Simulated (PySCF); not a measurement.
# HOC⁺, singlet: the ladder up to RCCSDT(Q)

Geometry: that of the HOC, doublet, kept fixed.

```xyz
3

O     0.0000   -0.1013    0.5002
C     0.0000    0.0736   -0.7526
H     0.0000    0.7302    1.0271
```

Basis 6-31G; PySCF 2.14.0. Correlated methods freeze the noble-gas cores, which leaves 10 electrons in 18 orbitals. Prefix R: restricted or restricted open-shell reference.

Full CI isn't at hand for all of this; RCCSDT(Q) serves as the reference, and is uncertain by the last step of the cluster series or more.

- T1 diagnostic (ROHF- or RHF-based CCSD): 0.0292
- largest doubles amplitude (ROHF- or RHF-based CCSD): 0.105

```tsv
level	E − E(RHF) (eV)
RMP2	-5.4006
RCCSD	-5.6898
RCCSD(T)	-5.9382
```

Question: Estimate how far RCCSDT(Q) in 6-31G lies from RCCSD(T). The table doesn't fix it; the size of (T) and the diagnostics are the guide.

Answer: RCCSDT(Q) in 6-31G lies 1.49 mEh below RCCSD(T), which is 16 % of the (T) step (-9.13 mEh). T1 is raised, but (T) still catches most of what CCSD lacks.

The other levels:

```
 level  E − E(RCCSDT(Q)) (mEh)  share of correlation (%)  wall time
RCCSDT                    0.94                     99.57          –
```

The correlation energy at RCCSDT(Q), counted from RHF, is -5.979 eV. That run took 2.9 s on 1 thread of Arm Neoverse V1, shared host.

Times are those of the correlated step on a shared host, with one SCF added for the restricted CCSD run; they ran on 1 thread of Arm Neoverse V1.
